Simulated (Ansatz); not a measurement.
A nudged elastic band was laid between two geometries of C2H4Na (7 atoms, charge 1, multiplicity 1).

Level of theory: RKS BHLYP-D4/6-31G* (Ansatz 0.2.0).

| Item | Value |
| --- | --- |
| movable images | 8 |
| climbing image | no |
| spring | 5.0 eV/Å² |
| optimiser | quadratic models (default) |
| start path | through a guess of the saddle point |
| force threshold | 0.05 eV/Å |
| iteration limit | 60 |
| end points | relaxed |

Initial state:

```xyz
7
Properties=species:S:1:pos:R:3
C -0.644 0.258 -0.296
C 0.702 -0.076 0.103
Na 1.672 -2.174 0.900
H -1.298 -0.572 -0.539
H -0.780 1.109 -0.961
H -0.964 0.625 0.710
H 1.311 0.830 0.084
```

Final state:

```xyz
7
Properties=species:S:1:pos:R:3
C -0.500 0.027 -0.565
C 0.135 0.569 0.474
Na 1.188 -1.942 0.298
H -1.448 -0.478 -0.448
H -0.138 0.149 -1.576
H -0.273 0.524 1.473
H 1.036 1.151 0.345
```

What changes between the two ends?

Bonds broken: C1–H6. Bonds formed: C1–Na3, C2–H6.

What energy profile does the band end with?

The run converged. The highest image is number 2 of 0 to 9, 0.134 eV above the first end and 2.481 eV above the last; the last end lies 2.347 eV below the first. No image climbed, so the highest image needn't sit at the top of the path. The orbitals stay closed-shell, which can raise the energy where a bond breaks towards radicals; this wasn't checked here. Limits of this set-up: the dipole of an ion depends on the origin.

```
image  path coordinate (Å)  energy (eV)  C1–H6 (Å)  C1–Na3 (Å)  C2–H6 (Å)
    0                 0.00        0.000       1.12        3.56       1.91
    1                 0.38        0.049       1.16        3.53       1.61
    2                 0.76        0.134       1.33        3.52       1.27
    3                 1.15       -0.378       1.63        3.55       1.12
    4                 1.53       -1.416       1.88        3.58       1.08
    5                 1.91       -2.025       2.05        3.53       1.08
    6                 2.29       -2.182       2.09        3.33       1.09
    7                 2.67       -2.272       2.10        3.10       1.08
    8                 3.06       -2.328       2.11        2.90       1.08
    9                 3.44       -2.347       2.11        2.73       1.08
```

What is the geometry of the highest image?


```xyz
7
Properties=species:S:1:pos:R:3
C -0.634 0.242 -0.498
C 0.569 -0.035 0.119
Na 1.574 -2.036 1.015
H -1.429 -0.493 -0.524
H -0.853 1.177 -1.004
H -0.438 0.305 0.816
H 1.211 0.842 0.076
```

The band took 13 iterations and roughly 6 core-minutes.

Time of the run: 5.8 min on 1 thread of Arm Neoverse N1 (shared host), peak memory 0.11 GiB.
